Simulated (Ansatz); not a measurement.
## Rhombohedral A7 As

Computed with LDA in Ansatz (plane waves, PAW).

Settings: plane-wave cutoff 520 eV, 18×18×18 k mesh, Fermi–Dirac smearing 0.05 eV, scalar-relativistic PAW data made under PBE.

Cell: relaxed at this level.

volume per atom: 20.38 Å³/atom
bulk modulus: 55.0 GPa
lattice constant a: 3.760 Å
lattice parameter c: 9.989 Å
band gap: none
pressure derivative B′ of the bulk modulus: 6.9

Measured, for comparison: bulk modulus 40.8 GPa (copied from a table, unchecked, extrapolated to 0 K and zero-point effects removed; as tabulated in Lejaeghere et al. (2013), arXiv:1204.2733); lattice constant a 3.760 Å, lattice parameter c 10.441 Å (4 K, zero-point motion not removed; as tabulated in Schiferl, Barrett, J. Appl. Cryst. 2, 30 (1969), as in the American …). Computed (rounded) less measured: bulk modulus not scored (unchecked), lattice constant a 0.0 %, lattice parameter c -4.3 %.

Note: the bulk modulus comes from volumes at which shape and atoms were relaxed.

Spin–orbit coupling is not included.

It cost about 10 core-minutes (a rough figure) of CPU time.

Ansatz is a first-principles code.
